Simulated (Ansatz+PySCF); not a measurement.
## doublet C2H3O2: levels of theory in one basis

```yaml
atoms:
  - { symbol: C, position_ang: [0.0000, 0.0239, -1.1787] }
  - { symbol: O, position_ang: [0.0000, 0.7354, -0.0130] }
  - { symbol: C, position_ang: [0.0000, 0.0510, 1.1668] }
  - { symbol: H, position_ang: [0.0000, 0.7475, 1.9471] }
  - { symbol: H, position_ang: [0.0000, -1.0526, -1.1337] }
  - { symbol: H, position_ang: [0.0000, 0.6346, -2.0645] }
  - { symbol: O, position_ang: [0.0000, -1.1398, 1.2759] }
```

Basis set: cc-pVTZ (spherical functions). Correlated methods keep 4 orbitals frozen. Correlation on ROHF uses semicanonical orbitals with singles. Charge 0, multiplicity 2.

Computed with Ansatz (development build ahead of 0.2.0) and PySCF 2.14.0; each method stands on the lowest determinant of its kind that the runs found.

```tsv
method	E − E(ROHF) (eV)	<S²> of the determinant
ROHF	0.00	0.75
UHF	-0.14	0.76
ROHF-MP2	-20.93	–
UHF-MP2	-20.91	0.76
```
